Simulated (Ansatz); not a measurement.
C4H9N can be A, `NCC1CC1`, or B, `CC/C=C/N`.

Program: Ansatz. Geometries: PBE0-D4/def2-TZVP. ΔE: electronic, gas phase. CCSD(T)/CBS adds triple-zeta CCSD(T) − MP2 to the extrapolated MP2 energy (def2 sets, frozen cores). DFT in def2-TZVPP. B3LYP here is the variant with VWN-RPA as its local correlation; programs differ in this. One conformer a species, not always the lowest.

A:

```xyz
14

N     1.2954   -1.6709    0.5225
C    -0.0002   -1.0173    0.6070
C    -0.3043   -0.0176   -0.4783
C     0.2309    1.3768   -0.3622
C    -1.2383    1.1190   -0.2075
H     2.0289   -0.9734    0.4657
H     1.3557   -2.2197   -0.3270
H    -0.7699   -1.7961    0.6205
H    -0.0649   -0.5114    1.5776
H    -0.3352   -0.4337   -1.4821
H     0.7934    1.6252    0.5314
H     0.5711    1.8812   -1.2579
H    -1.9026    1.4450   -0.9980
H    -1.6600    1.1928    0.7885
```

B:

Z-matrix (Å, degrees):
```
C
C 1 1.525
H 1 1.094 2 110.9
H 1 1.093 2 111.4 3 -120.0
H 1 1.093 2 110.8 3 119.3
C 2 1.493 1 113.1 3 -58.1
H 2 1.095 1 109.6 3 179.8
H 2 1.098 1 108.7 3 64.2
C 6 1.332 2 124.0 1 -115.8
H 6 1.090 2 117.0 1 62.0
N 9 1.388 6 126.7 2 174.0
H 9 1.088 6 119.5 2 -1.8
H 11 1.009 9 114.7 6 17.0
H 11 1.007 9 114.9 6 148.3
```

(1) Which isomer does CCSD(T)/CBS put lower? Give the gap. (An estimate is asked.)

(2) Give E(B) − E(A) in kJ/mol with ωB97M-V, r2SCAN-D4, B3LYP-D4, HF/def2-TZVPP, PBE-D4, B3LYP, MP2/def2-TZVPP. (An estimate is asked.)

Largest T1 diagnostic: 0.010.

Answers

(1) Ansatz gave: B, by 45.5 kJ/mol.

(2) Computed: ωB97M-V -41.1, r2SCAN-D4 -46.3, B3LYP-D4 -58.2, HF/def2-TZVPP -54.8, PBE-D4 -46.8, B3LYP -60.0, MP2/def2-TZVPP -36.2. None reverses the order clearly.

From PBE to PBE0 (25 % exact exchange), in def2-TZVPP and without D4, E(B) − E(A) moves by +9.0 kJ/mol. In def2-TZVPP, CCSD(T) changes the Hartree–Fock value by +11.1 kJ/mol (the triples alone add −1.5 kJ/mol) and MP2 by +18.6 kJ/mol.
